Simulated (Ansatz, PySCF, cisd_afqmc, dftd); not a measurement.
Reaction: NO (SMILES [N]=O, doublet) → NO+ (parent SMILES [N]=O, singlet) + e-
Each species at its own B3LYP-D3(BJ)/def2-TZVP minimum (Ansatz, a program for electronic structure).

Quantity: adiabatic ionisation energy (0 K, zero-point energies from PySCF's Hessians at B3LYP-D3(BJ)/def2-TZVP), in eV. Open shells are spin-unrestricted; no spin-orbit coupling. Cores are frozen in correlated methods. Rows without X2C or -DK are non-relativistic. AFQMC/CISD: phaseless, guided by CISD from CCSD amplitudes; bars are statistical, one sigma. Outlying blocks are dropped, and bars are widened where a walk drifts. Over all cases where full CI ran beside it in this data, AFQMC minus full CI had a median of +0.1 mEh and passed +0.4 mEh in a tenth of the cases. CBS(X,Y): correlation extrapolated as X^-3, Hartree-Fock from the larger set (Q,5: extrapolated as (X+1)exp(-9√X)). A bracket is a step between two methods taken in the basis named. Functionals run without relativity, which enters their misses. Double hybrids freeze cores in their MP2 part. 'core' is core correlation in cc-pwCVTZ, 'X2C' scalar relativity in cc-pVTZ-DK, both at CCSD(T). The UHF reference of NO ([N]=O, doublet) is spin-contaminated (<S^2> up to 0.04 over the pure value in the sets run).

Measured: 9.26 eV (CCCBDB table in ASE).

| level | program | adiabatic ionisation energy (eV) | error against that value |
|---|---|---|---|
| r2SCAN-D3(BJ)/def2-TZVPD | Ansatz + dftd3 | 9.59 | 0.33 |
| B3LYP-D3(BJ)/def2-TZVPD | Ansatz + dftd3 | 9.70 | 0.44 |
| PBE0-D3(BJ)/def2-TZVPD | Ansatz + dftd3 | 9.57 | 0.31 |
| r2SCANh/def2-TZVPD | Ansatz | 9.61 | 0.35 |
| B2PLYP-D3(BJ)/def2-TZVPD | Ansatz + dftd3 | 9.38 | 0.12 |
| MP2/cc-pVDZ | Ansatz | 8.58 | -0.68 |
| CCSD/cc-pVTZ | Ansatz | 9.13 | -0.13 |
| CCSDT(Q)/cc-pVTZ | Ansatz | 9.11 | -0.15 |
| AFQMC/CISD/cc-pVTZ | cisd_afqmc | 9.11 ± 0.02 | -0.15 |
| CCSD(T)/CBS(cc-pVQZ,cc-pV5Z) + [CCSDT(Q) - CCSD(T)]/cc-pVDZ + core + X2C | Ansatz | 9.26 | 0.00 |
| CCSD(T)/CBS(cc-pVQZ,cc-pV5Z) + [CCSDT(Q) - CCSD(T)]/cc-pVQZ + [CCSDTQ - CCSDT(Q)]/cc-pVDZ + core + X2C | Ansatz | 9.27 | 0.01 |
